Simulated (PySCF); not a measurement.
# UB3LYP/STO-3G run of CH2F (SMILES [CH2]F)

Aim: the energy change on altering one bond length of CH2F at UB3LYP/STO-3G, from 2 runs. 

The calculation is run with PySCF 2.14.0.

11 further runs of the same task are left out: 3 that didn't finish, 8 set aside as unsound or not needed.

## Step 1: The molecule

The species is CH2F (4 atoms), meant as a doublet with charge 0. SMILES: `[CH2]F`. Geometry: relaxed at PBE0-D4/def2-TZVP.

Bond lengths: C1–F2 1.331 Å, C1–H3 1.082 Å, C1–H4 1.082 Å. Angles: F2–C1–H3 115.1°, F2–C1–H4 115.1°, H3–C1–H4 124.6°.

## Step 2: A single-point energy at UB3LYP/STO-3G

run.py

```python
# [CH2]F
from pyscf import gto, dft

system = gto.M(
    atom='C -0.030100 -0.057600 -0.131100; F 0.950000 0.694000 0.364600; H -0.946900 0.472300 -0.352500; H 0.027000 -1.108700 0.119000',
    spin=1,
    basis='sto-3g',
    max_memory=1860,
    verbose=3,
    charge=0,
)

mf = dft.UKS(system)
mf.xc = 'b3lyp'
mf.grids.level = 5
mf.conv_tol = 1e-10
mf.kernel()
if not mf.converged:
    mf = mf.newton().run(mf.mo_coeff, mf.mo_occ)

energy = mf.e_tot
print('E(%s) = %.9f' % ('B3LYP', energy))
```

Command:

```console
$ OMP_NUM_THREADS=1 python run.py
```

The log of the run:

```text
WARN: HOMO -0.0867757401293734 >= LUMO -0.0867757401293733

converged SCF energy = -137.130313143472  <S^2> = 0.75206201  2S+1 = 2.0020609
E(B3LYP) = -137.130313143
```

Run time: 3.3 s. Hardware: 1 thread of Arm Neoverse V1, shared host; peak memory 0.17 GiB.

## Step 3: The distorted shape at the same level

job.py

```python
from pyscf import gto, dft

molecule = gto.M(
    atom='C -0.041518 0.152578 -0.181110; F 0.938582 0.904178 0.314590; H -0.958318 0.682478 -0.402510; H 0.027000 -1.108700 0.119000',
    basis='sto-3g',
    spin=1,
    max_memory=1860,
    verbose=4,
)

myscf = dft.UKS(molecule, xc='b3lyp')
myscf.grids.level = 5
myscf.conv_tol = 1e-10
myscf.kernel()
if not myscf.converged:
    myscf = myscf.newton().run(myscf.mo_coeff, myscf.mo_occ)

energy = myscf.e_tot
print('Final energy', energy)
```

Command:

```console
$ OMP_NUM_THREADS=1 python job.py
```

The log of the run:

```text
PySCF version 2.14.0

[INPUT] num. atoms = 4
[INPUT] num. electrons = 17
[INPUT] charge = 0
[INPUT] spin (= nelec alpha-beta = 2S) = 1
[INPUT] symmetry False subgroup None
[INPUT] Mole.unit = angstrom
[INPUT] Symbol           X                Y                Z      unit          X                Y                Z       unit  Magmom
[INPUT]  1 C     -0.041518000000   0.152578000000  -0.181110000000 AA   -0.078457649240   0.288330632634  -0.342248298420 Bohr   0.0
[INPUT]  2 F      0.938582000000   0.904178000000   0.314590000000 AA    1.773662925447   1.708648787857   0.594488941527 Bohr   0.0
[INPUT]  3 H     -0.958318000000   0.682478000000  -0.402510000000 AA   -1.810958560241   1.289696506041  -0.760633662399 Bohr   0.0
[INPUT]  4 H      0.027000000000  -1.108700000000   0.119000000000 AA    0.051022605363  -2.095139354305   0.224877408823 Bohr   0.0

nuclear repulsion = 31.584182384067
number of shells = 8
number of NR pGTOs = 36
number of NR cGTOs = 12
basis = sto-3g
ecp = {}

******** <class 'pyscf.dft.uks.UKS'> ********
method = UKS
initial guess = minao
damping factor = 0
level_shift factor = 0
DIIS = <class 'pyscf.scf.diis.CDIIS'>
diis_start_cycle = 1
diis_space = 8
diis_damp = 0
SCF conv_tol = 1e-10
SCF conv_tol_grad = None
SCF max_cycles = 50
direct_scf = True
direct_scf_tol = 1e-13
number electrons alpha = 9  beta = 8
XC library pyscf.dft.libxc version 7.0.0
    S. Lehtola, C. Steigemann, M. J.T. Oliveira, and M. A.L. Marques.,  SoftwareX 7, 1–5 (2018)
XC functionals = b3lyp
    P. J. Stephens, F. J. Devlin, C. F. Chabalowski, and M. J. Frisch.,  J. Phys. Chem. 98, 11623 (1994)
radial grids:
    Treutler-Ahlrichs [JCP 102, 346 (1995); DOI:10.1063/1.469408] (M4) radial grids

becke partition: Becke, JCP 88, 2547 (1988); DOI:10.1063/1.454033
pruning grids: <function nwchem_prune>
grids dens level: 5
symmetrized grids: False
atomic radii adjust function: <function treutler_atomic_radii_adjust>
small_rho_cutoff = 0
Set gradient conv threshold to 1e-05
tot grids = 133936
init E= -137.103800679788
[... the frontier-level lines of each cycle are left out ...]


cycle= 1 E= -137.079738083209  delta_E= 0.0241  |g|= 0.192  |ddm|=  1.7
cycle= 2 E= -137.059955153361  delta_E= 0.0198  |g|= 0.285  |ddm|= 0.635
cycle= 3 E= -137.110737604975  delta_E= -0.0508  |g|= 0.0126  |ddm|= 0.343
cycle= 4 E= -137.110892404526  delta_E= -0.000155  |g|= 0.00493  |ddm|= 0.0289
cycle= 5 E= -137.110922361012  delta_E= -3e-05  |g|= 0.00158  |ddm|= 0.011
cycle= 6 E= -137.110926964839  delta_E= -4.6e-06  |g|= 0.0003  |ddm|= 0.00531
cycle= 7 E= -137.110927166839  delta_E= -2.02e-07  |g|= 6.88e-05  |ddm|= 0.00123
cycle= 8 E= -137.110927174954  delta_E= -8.11e-09  |g|= 1.72e-05  |ddm|= 0.000226
cycle= 9 E= -137.110927175508  delta_E= -5.53e-10  |g|= 2.92e-06  |ddm|= 7.26e-05
cycle= 10 E= -137.110927175515  delta_E= -7.76e-12  |g|= 2.56e-07  |ddm|= 5.93e-06
Extra cycle  E= -137.110927175515  delta_E= -5.68e-14  |g|= 8.62e-08  |ddm|= 7.82e-07
converged SCF energy = -137.110927175515  <S^2> = 0.75288402  2S+1 = 2.0028819
Final energy -137.11092717551543
```

Run time: 2.9 s. Hardware: 1 thread of Arm Neoverse V1, shared host; peak memory 0.18 GiB.

## Step 4: Outcome

Level: UB3LYP/STO-3G.

| quantity | value |
| --- | --- |
| first shape: total energy | -137.13031 Eh |
| first shape: dipole moment | 0.43 D |
| first shape: HOMO energy (highest over α and β) | -2.80 eV |
| first shape: LUMO energy (lowest over α and β) | 2.17 eV |
| first shape: ⟨S²⟩ | 0.752 |
| distorted shape: total energy | -137.11093 Eh |
| distorted shape: dipole moment | 0.42 D |
| distorted shape: HOMO energy (highest over α and β) | -2.72 eV |
| distorted shape: LUMO energy (lowest over α and β) | 2.28 eV |
| distorted shape: ⟨S²⟩ | 0.753 |
| energy change with the C1–H4 bond stretched from 1.082 to 1.298 Å | 0.528 eV |

What this shows: With the C1–H4 bond stretched from 1.082 to 1.298 Å the energy rises by 0.53 eV (50.9 kJ/mol). The first shape isn't relaxed at this level, so the change isn't measured from a minimum. The minimal basis adds a large error of its own. Mulliken charges (distorted shape) run from -0.05 on C1 to +0.07 on H3; they depend strongly on the basis.
